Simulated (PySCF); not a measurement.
Gas-phase reaction: (CH₃)₂SiCl₂ + 2 vinylsilane → (CH₃)₂SiH₂ + 2 SiH₃Cl + 2 C₂H₂ (acetylene)

Method: PySCF energies (xtb for GFN2) plus ideal-gas RRHO corrections (1 bar). † marks an energy on the PBE0/def2-TZVP geometry and frequencies; other levels use their own. All species are closed-shell singlets. B3LYP is the form with VWN-RPA correlation.

BLYP/def2-TZVP† gives ΔH°(298 K) = 326 kJ.

### Question
What do GFN2-xTB, B3LYP/def2-TZVP†, PBE0/def2-TZVP give?

### Answer
GFN2-xTB: 200 kJ; B3LYP/def2-TZVP†: 353 kJ; PBE0/def2-TZVP: 411 kJ. For scale, ΔH°(298 K) is 326 kJ at this level, 390 kJ at ωB97M-V/def2-TZVP†, and runs from 200 to 476 kJ over the 19 levels computed.
